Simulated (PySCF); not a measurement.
ethylamine (C2H7N), SMILES CCN. Geometry: B3LYP-D3(BJ)/def2-TZVP. Other conformers were not sampled.

Computed equilibrium geometry at B3LYP-D3(BJ)/def2-TZVP (PySCF confirms it by a frequency run) as a Z-matrix (one conformer of several):
```
C
H 1 1.0931
H 1 1.1004 2 106.66
N 1 1.4649 2 107.57 3 -121.97
H 4 1.0132 1 110.95 2 59.67
H 4 1.0143 5 106.97 1 -120.39
C 1 1.5208 2 109.46 3 118.02
H 7 1.0909 1 110.50 2 60.94
H 7 1.0916 8 108.78 1 122.08
H 7 1.0935 8 107.93 9 116.55
```
